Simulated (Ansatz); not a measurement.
Relaxed structures of Si2H3S (charge +1), singlet (PBE0-D4/def2-TZVP; forces vanish, vibrations not checked; lower isomers may exist, and structures with a doubtful reference or unclear bonds are left out; Å). Computed with Ansatz 0.2.0 (basis: def2-TZVPP); correlated methods freeze the cores.

(1) Rank them by CCSD(T) energy, lowest first, and give each one's height above the lowest. Links in brackets join atoms within 1.22 times the sum of their covalent radii (1.1 for two metals). (To be estimated.)
A.
Si₂H₃S ([SiH]1[SiH2][S]1), total charge +1
```
6
angstrom
Si -0.9080 -0.7688 -0.4692
Si 0.8565 0.3167 0.3804
S -1.0725 1.2423 -0.2268
H -1.9405 -1.6810 -1.0085
H 1.9872 0.6239 -0.5110
H 1.0773 0.2668 1.8351
```
B.
Si₂H₃S ([Si]1[SiH][SH2]1), total charge +1
```
6
angstrom
Si -1.2390 -0.4373 -0.5471
Si -1.2161 1.7480 -0.2056
S 0.6346 0.3104 0.2934
H -1.1967 -1.9048 -0.7540
H 1.8245 0.2763 -0.3619
H 1.0898 -0.0122 1.5324
```
C.
Si₂H₃S ([Si]1[SiH2][SH]1), total charge +1
```
6
angstrom
Si -1.2979 1.4223 -0.3269
Si 0.7294 0.4166 0.3451
S -1.0994 -0.8777 0.1232
H -1.0630 -1.1728 -1.1965
H 1.7335 0.0389 -0.6705
H 1.0809 0.2464 1.7692
```

No T1 diagnostic of these runs exceeds 0.019. The restricted Hartree–Fock reference is unstable towards an unrestricted one at one or more of these structures.

Results:

(1) The calculation gives: A (0.0 kJ/mol), C (61.1 kJ/mol), B (223.8 kJ/mol). Heights count from the lowest.

For scale, one of the runs: CCSD(T)/def2-TZVPP, 168 basis functions, launched by `ansatz run in.yaml --threads 2 --pin off --events-out ev --progress --plain --max-ram 4352MiB`. The run took 14 s on 2 CPU threads of an Arm Neoverse V2 (shared host), with 1.1 GiB of host memory at its peak.
